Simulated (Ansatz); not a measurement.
Ansatz (a program for electronic structure) input (B3LYP/pcseg-1): A basis named .json is the Basis Set Exchange file of that set (core-valence sets with the plain set on hydrogen).

Ansatz 0.2 input:
```yaml
crystal:
  periodic: [false, false, false]
  atoms:
    - {symbol: O, position_ang: [-0.02442974, 0.65299425, 0.02901803]}
    - {symbol: O, position_ang: [0.02442974, -0.65299425, -0.02901803]}
    - {symbol: H, position_ang: [0.92959641, 0.94278890, -0.02174973]}
    - {symbol: H, position_ang: [-0.92959641, -0.94278890, 0.02174973]}
basis:
  gaussian:
    orbitals: pcseg-1.json
hamiltonian:
  xc: {name: B3LYP}
total_charge: 1
magnetization: {spin_polarized: true, initial_magnetization: 1}
```

Output:

```
Functional definition: B3LYP
integrals: 0.01 GiB planned
366 factors; integrals over basis functions are off by at most 1.0e-3 eV
mean field: 0.10 GiB planned
mean field evaluation 1: about -4106.8396 eV, gradient 3.9e1 eV
mean field evaluation 2: about -4106.1557 eV, gradient 4.3e1 eV
mean field evaluation 4: about -4112.4289 eV, gradient 2.8e-1 eV
mean field evaluation 8: about -4112.5166 eV, gradient 1.5e-2 eV
mean field evaluation 16: about -4112.5166 eV, gradient 6.8e-6 eV
mean field -4112.51655315 eV, -151.1321957646 hartree, gradient 6.8e-6 eV, S^2 0.753400; 0 other end points of the search recorded, 0 dependent functions left out
reference -4112.51666532 eV, -151.1321998866 hartree; 9, 8 occupied and 29, 30 virtual orbitals, 366 factors
Total energy: -4112.51666532 eV, -151.1321998866 hartree
```
